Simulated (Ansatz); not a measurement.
Species: C3H5, charge 0, doublet. C3H5 (SMILES [CH]1CC1, doublet).
B3LYP-D3(BJ)/def2-TZVP minimum from Ansatz (a program for electronic structure):
```
C
H 1 1.0855
H 1 1.0858 2 113.67
C 1 1.4623 2 119.08 3 148.66
H 4 1.0784 1 132.36 2 -130.97
C 4 1.4623 5 132.36 1 90.32
H 6 1.0855 4 119.08 5 130.97
H 6 1.0858 7 113.67 4 148.66
```
Charge 0, spin multiplicity 2.

Total energies in hartree (Ansatz). Radicals and triplets start from unrestricted determinants; spin-orbit coupling is neglected. Cores are frozen in correlated methods. No relativity. Where a partner has so few electrons that a lower coupled-cluster level is exact, that level stands in.

| species | HF/cc-pVTZ | CCSD(T)/cc-pVTZ | HF/cc-pVQZ | CCSD(T)/cc-pVQZ | CCSD(T)/cc-pVDZ | CCSDT(Q)/cc-pVDZ |
|---|---|---|---|---|---|---|
| 1: C3H5 (SMILES [CH]1CC1, doublet) | -116.45667 | -116.98652 | -116.46408 | -117.02016 | -116.86558 | -116.86718 |
| 2: C (triplet) | -37.69157 | -37.78076 | -37.69331 | -37.78654 | -37.76038 | -37.76071 |
| 3: H (doublet) | -0.49981 | -0.49981 | -0.49995 | -0.49995 | -0.49928 | -0.49928 |

**Question.** Work out the atomisation energy (electronic, to ground-state atoms) in kcal/mol: take Hartree-Fock from cc-pVQZ, extrapolate the CCSD(T) correlation energy as X^-3 (X = 3, 4), and add CCSDT(Q) - CCSD(T) in cc-pVDZ. 1 hartree = 627.51 kcal/mol.

**Answer.** 
Species 1: correlation (64·(-0.55608) - 27·(-0.52985))/37 = -0.57522; step -0.00160; E1 = -116.46408 + (-0.57522) + (-0.00160) = -117.04090
Species 2: correlation (64·(-0.09323) - 27·(-0.08919))/37 = -0.09618; step -0.00033; E2 = -37.69331 + (-0.09618) + (-0.00033) = -37.78982
Species 3: correlation (64·(0.00000) - 27·(0.00000))/37 = 0.00000; step +0.00000; E3 = -0.49995 + (0.00000) + (+0.00000) = -0.49995
-1·E1 +3·E2 +5·E3 = 1.17169 hartree = 735.2 kcal/mol.
